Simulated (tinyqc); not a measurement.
Worked calculation: UHF in the sto-6g basis, for BH, spin multiplicity 3. This run ends on a higher stationary point, not on the lowest solution. One step of it, computed by the program tinyqc.

Question. Iteration 3: building the Fock matrix. J_ij = sum D_kl (ij|kl) with D = D(alpha) + D(beta), K_ij = sum D_kl (ik|jl) for each spin; F = H + J - K(s); E = tr D H + tr D J / 2 - 0.5 sum_s tr D(s) K(s) + E_nn.

D(alpha) after iteration 2:
```
            1B 1s      1B 2s    1B 2px    1B 2py     1B 2pz      2H 1s
1B 1s    1.034721  -0.113387  0.000000  0.000000  -0.050145  -0.103320
1B 2s   -0.113387   0.404913  0.000000  0.000000   0.144581   0.281417
1B 2px   0.000000   0.000000  1.000000  0.000000   0.000000   0.000000
1B 2py   0.000000   0.000000  0.000000  1.000000   0.000000   0.000000
1B 2pz  -0.050145   0.144581  0.000000  0.000000   0.051718   0.100721
2H 1s   -0.103320   0.281417  0.000000  0.000000   0.100721   0.196185
```

D(beta) after iteration 2:
```
            1B 1s      1B 2s    1B 2px    1B 2py     1B 2pz      2H 1s
1B 1s    1.015676  -0.041369  0.000000  0.000000  -0.043579  -0.101954
1B 2s   -0.041369   0.139813  0.000000  0.000000   0.099937   0.235868
1B 2px   0.000000   0.000000  0.000000  0.000000   0.000000   0.000000
1B 2py   0.000000   0.000000  0.000000  0.000000   0.000000   0.000000
1B 2pz  -0.043579   0.099937  0.000000  0.000000   0.071629   0.169044
2H 1s   -0.101954   0.235868  0.000000  0.000000   0.169044   0.398945
```

core Hamiltonian H = T + V (hartree):
```
             1B 1s      1B 2s     1B 2px     1B 2py     1B 2pz      2H 1s
1B 1s   -12.914022  -3.202444   0.000000   0.000000  -0.021775  -0.973690
1B 2s    -3.202444  -3.824004   0.000000   0.000000  -0.173462  -1.872041
1B 2px    0.000000   0.000000  -3.029174   0.000000   0.000000   0.000000
1B 2py    0.000000   0.000000   0.000000  -3.029174   0.000000   0.000000
1B 2pz   -0.021775  -0.173462   0.000000   0.000000  -3.161592  -1.654504
2H 1s    -0.973690  -1.872041   0.000000   0.000000  -1.654504  -2.775312
```

Two-electron integrals (ij|kl) in chemists' order, unique and non-zero (hartree):
```
(11|11) 2.924993   (21|11) 0.480756   (21|21) 0.099484   (22|11) 0.743449
(22|21) 0.188967   (22|22) 0.544922   (31|31) 0.021096   (32|31) 0.030854
(32|32) 0.120443   (33|11) 0.743450   (33|21) 0.188967   (33|22) 0.544922
(33|33) 0.587109   (41|41) 0.021096   (42|41) 0.030854   (42|42) 0.120443
(43|43) 0.031641   (44|11) 0.743450   (44|21) 0.188967   (44|22) 0.544922
(44|33) 0.523827   (44|44) 0.587109   (51|51) 0.021096   (52|51) 0.030854
(52|52) 0.120443   (53|53) 0.031641   (54|54) 0.031641   (55|11) 0.743450
(55|21) 0.188967   (55|22) 0.544922   (55|33) 0.523827   (55|44) 0.523827
(55|55) 0.587109   (61|11) 0.150726   (61|21) 0.030151   (61|22) 0.056580
(61|33) 0.056271   (61|44) 0.056271   (61|51) 0.002358   (61|52) 0.004437
(61|55) 0.057197   (61|61) 0.009481   (62|11) 0.313056   (62|21) 0.080627
(62|22) 0.250365   (62|33) 0.243764   (62|44) 0.243764   (62|51) 0.009398
(62|52) 0.052120   (62|55) 0.263566   (62|61) 0.025782   (62|62) 0.150537
(63|31) 0.009100   (63|32) 0.039669   (63|53) 0.010139   (63|63) 0.018074
(64|41) 0.009100   (64|42) 0.039669   (64|54) 0.010139   (64|64) 0.018074
(65|11) 0.277478   (65|21) 0.072577   (65|22) 0.237531   (65|33) 0.224942
(65|44) 0.224942   (65|51) 0.016458   (65|52) 0.085189   (65|55) 0.262707
(65|61) 0.024577   (65|62) 0.167837   (65|65) 0.201273   (66|11) 0.459910
(66|21) 0.120990   (66|22) 0.419673   (66|33) 0.394663   (66|44) 0.394663
(66|51) 0.018683   (66|52) 0.131370   (66|55) 0.469695   (66|61) 0.039871
(66|62) 0.310202   (66|65) 0.378253   (66|66) 0.774999
```

nuclear repulsion = 2.34772498 hartree

Give: Coulomb J; exchange K(alpha); exchange K(beta); F(alpha); F(beta); total energy of this density.

Answer.

Coulomb J (hartree):
```
        1B 1s  1B 2s  1B 2px  1B 2py  1B 2pz  2H 1s
1B 1s   8.518  1.641   0.000   0.000   0.040  0.512
1B 2s   1.641  3.533   0.000   0.000   0.229  1.717
1B 2px  0.000  0.000   3.524   0.000   0.000  0.000
1B 2py  0.000  0.000   0.000   3.524   0.000  0.000
1B 2pz  0.040  0.229   0.000   0.000   3.553  1.694
2H 1s   0.512  1.717   0.000   0.000   1.694  3.012
```

exchange K(alpha) (hartree):
```
         1B 1s  1B 2s  1B 2px  1B 2py  1B 2pz  2H 1s
1B 1s    2.989  0.551   0.000   0.000  -0.002  0.172
1B 2s    0.551  0.692   0.000   0.000   0.226  0.475
1B 2px   0.000  0.000   0.710   0.000   0.000  0.000
1B 2py   0.000  0.000   0.000   0.710   0.000  0.000
1B 2pz  -0.002  0.226   0.000   0.000   0.294  0.324
2H 1s    0.172  0.475   0.000   0.000   0.324  0.552
```

exchange K(beta) (hartree):
```
        1B 1s  1B 2s  1B 2px  1B 2py  1B 2pz  2H 1s
1B 1s   2.935  0.492   0.000   0.000   0.001  0.157
1B 2s   0.492  0.350   0.000   0.000   0.243  0.386
1B 2px  0.000  0.000   0.065   0.000   0.000  0.000
1B 2py  0.000  0.000   0.000   0.065   0.000  0.000
1B 2pz  0.001  0.243   0.000   0.000   0.284  0.390
2H 1s   0.157  0.386   0.000   0.000   0.390  0.650
```

F(alpha) (hartree):
```
         1B 1s   1B 2s  1B 2px  1B 2py  1B 2pz   2H 1s
1B 1s   -7.386  -2.112   0.000   0.000   0.020  -0.634
1B 2s   -2.112  -0.983   0.000   0.000  -0.170  -0.630
1B 2px   0.000   0.000  -0.216   0.000   0.000   0.000
1B 2py   0.000   0.000   0.000  -0.216   0.000   0.000
1B 2pz   0.020  -0.170   0.000   0.000   0.097  -0.285
2H 1s   -0.634  -0.630   0.000   0.000  -0.285  -0.315
```

F(beta) (hartree):
```
         1B 1s   1B 2s  1B 2px  1B 2py  1B 2pz   2H 1s
1B 1s   -7.331  -2.053   0.000   0.000   0.018  -0.619
1B 2s   -2.053  -0.640   0.000   0.000  -0.187  -0.540
1B 2px   0.000   0.000   0.429   0.000   0.000   0.000
1B 2py   0.000   0.000   0.000   0.429   0.000   0.000
1B 2pz   0.018  -0.187   0.000   0.000   0.108  -0.351
2H 1s   -0.619  -0.540   0.000   0.000  -0.351  -0.413
```

total energy of this density = -24.83761 hartree
